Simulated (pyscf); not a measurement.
Routes from O=Mo(=O)(OH)–OH + hydrogen (H₂)

Candidate steps break at most two bonds and form at most two. Each was searched with GFN2-xTB (tblite) first. Structures and frequencies: ωB97X-D3(BJ)/def2-SVP in PySCF. Energies: ωB97M-D3(BJ)/def2-TZVP, kJ/mol, from the separated reactants, singlet surface; ΔG‡ with ideal gas, 1 atm, RRHO with modes under 100 cm⁻¹ raised to 100, one conformer, R ln 2 for chiral ones without a mode under 150 cm⁻¹.

```csv
products,type,ΔE‡,ΔE,ΔG‡ 298 K,ΔG‡ 900 K,ν‡ (cm⁻¹)
O=MoH(=O)–OH + H₂O,four-centre exchange,149.3,+76.2,190.5,270.7,1276i
O=MoH(OH)(OH)–OH,addition across a multiple bond or ene-type step,172.5,+44.1,215.0,297.2,1648i
```

Row 1: On the product side the descent ends in an adduct with a Mo–O contact (not fully relaxed), 37.6 kJ/mol under the separated species and 100.1 kJ/mol under the saddle at ωB97X-D3(BJ)/def2-TZVP. Row 2: On the product side the descent ends in a point that may be a rotor saddle (no frequency run), 19.2 kJ/mol over the lowest minimum found and 107.4 kJ/mol under the saddle at ωB97X-D3(BJ)/def2-TZVP. 

Plain bond fissions and candidates not yet searched are not listed, and one of them may be faster. Each barrier is that of the saddle found; lower ones may exist. Elements past Kr carry the def2 core potentials, without spin-orbit coupling.
